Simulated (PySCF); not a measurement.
**Substituent effects on chemical shifts**

Parent skeleton `[cH:1]1[cH:2][cH:3][s:4][cH:5]1`; one hydrogen on atom 1 is replaced by X. Hydrogens on one atom are averaged.

Computed data (PySCF 2.14): geometry: PBE0-D3(BJ)/def2-SVP, σ from GIAO-PBE0/pcSseg-1. In vacuum, non-relativistic Hamiltonian, rapidly exchanging positions averaged, one conformer.

References, each an isolated molecule treated in the same way: 13C (σref 184.41) and 1H (σref 31.27) against TMS; 33S (σref 495.66) against CS2.

Parent (X = H): C1 131.4, C2 131.4, C3 132.8, S4 220.6, C5 132.8, H(C2) 7.19, H(C3) 7.17, H(C5) 7.17 ppm. Effects are Δδ = δ(X) − δ(H), positive for deshielding.

**Question.** Order these by the shift of S4, most shielded first.
A. X = vinyl
B. X = SSiH3
C. X = N(SiH3)2
D. X = BMe2
E. X = OCHO
F. X = CF3

**Answer.** E (-50.5 ppm), C (-27.8 ppm), A (-6.0 ppm), F (+1.3 ppm), B (+8.2 ppm), D (+26.7 ppm).

**Question.** Order these by the shift of C5, most shielded first.
A. X = SO3-
B. X = vinyl
C. X = OCHO
D. X = SCF3
E. X = BF2
F. X = CF3

**Answer.** C (-16.1 ppm), A (-6.5 ppm), B (-0.7 ppm), F (+1.3 ppm), D (+11.8 ppm), E (+18.5 ppm).

**Question.** Order these by the shift of C2, most shielded first.
A. X = OCHO
B. X = SCF3
C. X = vinyl
D. X = SO3-
E. X = CF3
F. X = BF2

**Answer.** A (-5.4 ppm), C (-3.6 ppm), E (-1.0 ppm), D (+4.1 ppm), F (+6.7 ppm), B (+8.7 ppm).
